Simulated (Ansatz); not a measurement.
Abridged output of a molecular run in Ansatz:

```
Functional definition: HF
1072 factors; integrals over basis functions are off by at most 8.4e-4 eV
mean field evaluation 1: about -16647.8206 eV, gradient 3.9e1 eV
mean field evaluation 2: about -16648.0226 eV, gradient 3.9e1 eV
mean field evaluation 4: about -16651.2650 eV, gradient 4.3e0 eV
mean field evaluation 8: about -16651.3498 eV, gradient 5.4e-1 eV
mean field evaluation 16: about -16651.3525 eV, gradient 3.0e-6 eV
mean field -16651.35254902 eV, -611.9259194843 hartree, gradient 3.0e-6 eV, S^2 0.000000; 0 other end points of the search recorded, 0 dependent functions left out
8 core orbitals not correlated: weight in the atoms' cores, before any rotation towards them, 1.000 or more for the frozen orbitals, at most 0.000 for the correlated occupied ones
reference -16651.35254902 eV, -611.9259194843 hartree; 12, 12 occupied and 157, 157 virtual orbitals, 1072 factors
second order -20.39736266 eV of doubles, -0.00000000 eV of singles
cycle   1  -20.47838957 eV  change   -8.1e-2 eV  update   1.1e-1
cycle   2  -20.99949334 eV  change   -5.2e-1 eV  update   3.6e-2
cycle   3  -21.14143152 eV  change   -1.4e-1 eV  update   1.8e-2
cycle   4  -21.13054468 eV  change    1.1e-2 eV  update   4.7e-3
cycle   5  -21.12838372 eV  change    2.2e-3 eV  update   2.3e-3
cycle   6  -21.12942048 eV  change   -1.0e-3 eV  update   7.8e-4
cycle   7  -21.12899074 eV  change    4.3e-4 eV  update   3.4e-4
cycle   8  -21.12897098 eV  change    2.0e-5 eV  update   1.1e-4
cycle   9  -21.12899505 eV  change   -2.4e-5 eV  update   3.9e-5
cycle  10  -21.12897311 eV  change    2.2e-5 eV  update   1.6e-5
perturbative correction -0.95185973 eV, -0.0349802000 hartree
Total energy: -16673.43338186 eV, -612.7373751243 hartree
```

Its atoms:

```xyz
7

C     0.465    0.369    0.354
C    -0.694   -0.358   -0.240
O    -1.801   -0.404    0.162
Cl   -0.235   -1.230   -1.739
H     0.144    0.886    1.256
H     0.861    1.078   -0.375
H     1.261   -0.342    0.581
```

Which basis set was used?
A. def2-TZVPPD
B. def2-TZVPP
C. def2-SVPD
D. cc-pV(D+d)Z

B. It gives 177 functions.

Write the keys of the input that set method, charge and spin (a neutral closed shell needs none for the last two).


```yaml
correlation: {method: ccsd_t}
```
